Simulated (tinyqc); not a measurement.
Worked calculation: RHF in the sto-6g basis, for H2F+, spin multiplicity 1. One step of it, computed by the program tinyqc.

Question. Iteration 2: DIIS coefficients. Solve [B -1; -1 0][c; lambda] = [0; -1] for the coefficients, which sum to one.

B (overlaps of the stored error matrices):
```
               1              2
1  3.8968413e+00  2.2323999e-01
2  2.2323999e-01  1.9947230e-02
```

Give: DIIS coefficients.

Answer.

DIIS coefficients: -0.0586  1.0586
